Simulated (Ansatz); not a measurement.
S–B–SH, singlet: vertical spin and charge gaps

Geometry (PBE0/def2-TZVP stationary point for this spin, not checked as a minimum):

```csv
atom,x (Å),y (Å),z (Å)
S,0.0000,-0.2901,2.1210
B,0.0000,-0.2975,0.5119
S,0.0000,-0.3755,-1.2439
H,0.0000,0.9631,-1.3890
```

Basis cc-pVDZ; Ansatz 0.2.0. Only valence electrons are correlated (noble-gas cores frozen). R marks a restricted (for open shells ROHF) determinant, U an unrestricted one.

Gaps are energies of the second state less the first, at fixed atoms, for a selection of the levels run; each method lands on the state that its own search finds for that charge and spin.

A value is left out where its run failed or describes another state than the reference as far as symmetry and spin tell, or, spin-broken singlets apart, can't be checked.

**Question.** PBE gives 9.693 eV for removing an electron, to the doublet. Estimate what UCCSDT(Q) gives in cc-pVDZ.

**Answer.** UCCSDT(Q) in cc-pVDZ gives 9.642 eV, so against it PBE is off by 0.051 eV, of which a good part can be the reference's own basis and frozen-core error.

| level | gap (eV) | error (meV) |
| --- | --- | --- |
| UHF | 9.037 | -605 |
| UMP2 | 9.968 | 326 |
| CISD | 9.668 | 26 |
| UCCSD | 9.667 | 25 |
| RCCSD(T) | 9.679 | 37 |
| BCCD(T) | 9.667 | 25 |
| RCCSDT | 9.649 | 7 |
| RCCSDT(Q) | 9.648 | 6 |
| r2SCAN | 9.858 | 216 |
| RPA-PBE | 9.599 | -43 |

In so small a basis the reference is far from its limit while semilocal and hybrid functionals are nearer theirs (RPA and double hybrids share much of the reference's basis error), so the functionals' errors here hold much of the reference's basis and frozen-core error, which can add to them or hide them.

Full CI isn't at hand for all of this; UCCSDT(Q) serves as the reference, and is uncertain by about the last step of the cluster series. The frozen core follows each run's orbitals, which can shift R against U totals by a few meV.
